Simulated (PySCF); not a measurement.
# How the method changes the constants of SN

State: ²Π (doublet), unpaired electrons π ↑. Set-up: S x2c-TZVPPall, N x2c-TZVPPall; spin-free X2C with a Gaussian nucleus (PySCF 2.14). De refers to S + N in their high-spin ground configurations, without counterpoise correction. The functionals are run spin-unrestricted. A positive dipole means S(−)N(+). Levels whose curve was spin-contaminated or gave no clean fit are not listed.

```csv
Level,Re (Å),ωe (cm⁻¹),De (eV),μ (D),"CPU s a point (SCF and correlation, without the integrals)"
ROHF,1.460,1346,1.08,-1.78,0.49
ROHF-CCSD,1.494,1249,4.08,n/a,n/a
ROHF-CCSD(T),1.504,1212,4.49,n/a,18
PBE,1.507,1210,5.56,-1.81,1.1
PW91,1.505,1210,5.56,-1.83,0.76
TPSS,1.505,1211,5.10,-1.76,1.8
r²SCAN,1.494,1252,4.88,-1.80,1.8
M06-L,1.493,1266,4.90,-1.77,1.8
TPSSh,1.496,1244,4.85,-1.78,2.3
PBE0,1.485,1290,4.85,-1.85,1.9
ωB97X,1.478,1328,4.78,-1.93,2
```

Which functional lies closest to ROHF-CCSD(T) in De, which farthest, and by how much do they differ from it?

Closest is ωB97X (-2.6 pm in Re, +9.6 % in ωe, +0.29 eV in De against ROHF-CCSD(T) in the same basis), farthest PBE (+0.3 pm in Re, -0.2 % in ωe, +1.07 eV in De). CCSD(T) converges more slowly with the basis than the functionals do and binds too weakly in this one, so the order can change at the basis-set limit.

What does a quarter of exact exchange do here, going from PBE to PBE0?

PBE0 less PBE: -2.2 pm in Re, +6.6 % in ωe, -0.71 eV in De. Exact exchange removes part of the self-interaction that spreads semilocal densities, and in most molecules shortens and stiffens the bond and lowers De; so it does here.

What does the step from GGA to meta-GGA do here, going from PBE to r²SCAN?

r²SCAN less PBE: -1.3 pm in Re, +3.5 % in ωe, -0.68 eV in De. 

Correlated steps freeze 6 core orbitals. The state was picked by a PBE0 search and need not be the measured ground state.

The whole job (state search and all levels along the bond) took about 6 min on 1 thread of Arm Neoverse V1 (shared host), peak memory 1.5 GiB.
